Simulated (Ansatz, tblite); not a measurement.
Cost and result up the ladder for Si(SH)H3 (SiH4S) (6 atoms). Total charge 0; singlet. Geometry: PBE-D4/def2-TZVP.

```tsv
atom	x (Å)	y (Å)	z (Å)
Si1	-0.0429	0.1096	0.5154
S2	0.9590	-0.3248	-1.3364
H3	-0.1873	-0.4173	-2.0520
H4	1.0599	0.2540	1.5089
H5	-0.9581	-1.0001	0.9243
H6	-0.8305	1.3786	0.4397
```

Ansatz on 2 threads of Intel Xeon on a shared host; xTB runs through tblite on one thread. Times are rough, summed over both states, and most runs start from the orbitals of an earlier one. PBE0-D4/def2-TZVP serves as the yardstick here, not as an exact answer. The other state is a triplet.

The xTB rows come from tblite.

xTB has no spin-polarisation term.

```json
{"level": "GFN1-xTB", "functions": "26", "wall time": "0.022 s", "vertical triplet (eV)": "6.58", "difference from PBE0-D4/def2-TZVP (eV)": "1.00"}
{"level": "GFN2-xTB", "functions": "22", "wall time": "0.028 s", "vertical triplet (eV)": "5.45", "difference from PBE0-D4/def2-TZVP (eV)": "-0.14"}
{"level": "PBE-D4/def2-TZVP (with forces)", "functions": "98", "wall time": "6 s", "vertical triplet (eV)": "5.42", "difference from PBE0-D4/def2-TZVP (eV)": "-0.16"}
{"level": "PBE0-D4/def2-TZVP (with forces)", "functions": "98", "wall time": "13 s", "vertical triplet (eV)": "5.58", "difference from PBE0-D4/def2-TZVP (eV)": "0.00"}
{"level": "r2SCAN-D4/def2-TZVP", "functions": "98", "wall time": "14 s", "vertical triplet (eV)": "5.51", "difference from PBE0-D4/def2-TZVP (eV)": "-0.08"}
```
